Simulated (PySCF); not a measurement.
## `C(=C=C[O-])=CCl`, [C4H2ClO]-, charge -1

Molfile (atoms numbered from 1):
```
C4H2ClO
     RDKit          3D

  8  7  0  0  0  0  0  0  0  0999 V2000
   -2.9387   -0.5151    0.5498 O   0  0  0  0  0  0  0  0  0  0  0  0
   -2.0250   -0.0539   -0.1552 C   0  0  0  0  0  0  0  0  0  0  0  0
   -0.6652   -0.0648    0.0530 C   0  0  0  0  0  0  0  0  0  0  0  0
    0.5818   -0.0397    0.1552 C   0  0  0  0  0  0  0  0  0  0  0  0
    1.9021   -0.0299    0.2965 C   0  0  0  0  0  0  0  0  0  0  0  0
    2.9662    0.7096   -0.9088 Cl  0  0  0  0  0  0  0  0  0  0  0  0
   -2.2884    0.4582   -1.1135 H   0  0  0  0  0  0  0  0  0  0  0  0
    2.4545   -0.4576    1.1181 H   0  0  0  0  0  0  0  0  0  0  0  0
  1  2  1  0
  2  3  2  0
  3  4  2  0
  4  5  2  0
  5  6  1  0
  2  7  1  0
  5  8  1  0
M  CHG  1   1  -1
M  END
```

Computed, not measured: quadratic response CAM-B3LYP/aug-cc-pVTZ first hyperpolarisability, Taylor convention, gas phase (PySCF 2.14.0). Geometry: PBE0-D3(BJ)/def2-TZVP.

For a gas-phase anion, states above the detachment energy (about 1.9 eV, taken as minus the energy of the highest occupied orbital) lie in the continuum and depend on the basis.

Give the tensor of the second harmonic β(−2ω;ω,ω) at 1064 nm in the axes of these coordinates.

In au, Taylor convention; rows are the first index (the induced dipole):
|  | xx | yy | zz | xy | xz | yz |
| --- | --- | --- | --- | --- | --- | --- |
| x | +546.5 | -129.1 | -105.1 | +36.2 | +39.4 | -34.2 |
| y | +34.9 | -82.8 | -46.7 | -138.9 | -39.2 | +37.7 |
| z | +44.7 | +26.3 | +120.0 | -37.0 | -105.1 | -52.0 |

Norm of βᵢ = ⅓ Σⱼ (βᵢⱼⱼ + βⱼᵢⱼ + βⱼⱼᵢ): 375.5 au, hyper-Rayleigh value 228.9 au.
